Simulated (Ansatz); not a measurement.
Low-lying states of AlO

Computed with Ansatz's Gaussian-basis code (development build). State-averaged CASSCF with equal weights; occupations are averaged over the states; levels count from the state that is lowest in CASSCF. CASSCF levels without dynamic correlation can be off by over 1 eV. No symmetry is imposed, so a solution can break that of the shape. The lowest solution met needn't be the lowest there is, nor hold the orbitals that a chemist would pick. The average may hold one member of a degenerate pair alone.

Geometry: bond length 1.6200 Å.

Basis cc-pV(T+d)Z on Al, cc-pVTZ on O, nonrelativistic, 6 orbitals frozen in the corrections; active space CAS(5,5). Averaged: 1 doublet, 1 quartet, 1 sextet.

Task: Give the levels in order, with their spins.

Result: 

```tsv
state	CASSCF (eV)
doublet	0.000
quartet	2.719
sextet	8.414
```

Occupations: 1.65, 1.30, 1.01, 0.68, 0.36.

Geometry: bond length 1.9440 Å.

Basis cc-pV(T+d)Z on Al, cc-pVTZ on O, nonrelativistic, 6 orbitals frozen in the corrections; active space CAS(5,5). Averaged: 3 doublets.

Task: Give the levels in order.

Result: 

```tsv
state	CASSCF (eV)
doublet	0.000
doublet	0.000
doublet	1.798
```

Occupations: 1.59, 1.56, 1.56, 0.14, 0.14.

Same geometry.

Basis cc-pV(T+d)Z on Al, cc-pVTZ on O, nonrelativistic, 6 orbitals frozen in the corrections; active space CAS(5,5). Averaged: 1 doublet, 1 quartet.

Task: Give the levels in order, with their spins.

Result: 

| state | CASSCF (eV) |
| --- | --- |
| doublet | 0.000 |
| quartet | 2.451 |

Occupations: 1.98, 1.46, 1.00, 0.54, 0.02.
